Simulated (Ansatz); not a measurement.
Cost and result up the ladder for BN₂ (3 atoms). Charge 0, multiplicity 2. Geometry: r2SCAN-D4/def2-TZVP.

```xyz
3

B    -0.0524    0.1677    0.4973
N    -0.5142    0.7598   -0.5901
N     0.5665   -0.9275    0.0928
```

Ansatz on 4 threads of Arm Neoverse V2 on a shared host. Times are rough, and most runs start from the orbitals of an earlier one. PBE0-D4/def2-TZVP serves as the yardstick here, not as an exact answer. Binding counts from free atoms at the same level (B doublet, N quartet; other spins of the atoms weren't run), without zero-point energy or a counterpoise term.

Another isomer (doublet) lies 1.59 eV lower at PBE0-D4/def2-TZVP; other spin states weren't run for this one.

Run but left out: PBE-QIDH/def2-TZVP, CCSD(T)/def2-TZVPP (⟨S²⟩ 1.32 to 1.77, where a pure state has 0.75).

| level | functions | wall time | binding energy per atom (eV) | difference from PBE0-D4/def2-TZVP (eV) |
| --- | --- | --- | --- | --- |
| LDA (SPW92)/def2-TZVP | 93 | 0.3 s | 3.91 | 0.93 |
| PBE-D4/def2-TZVP (with forces) | 93 | 0.55 s | 3.44 | 0.46 |
| PBE0-D4/def2-TZVP | 93 | 1.1 s | 2.98 | 0.00 |
| r2SCAN-D4/def2-TZVP | 93 | 2.1 s | 3.01 | 0.02 |
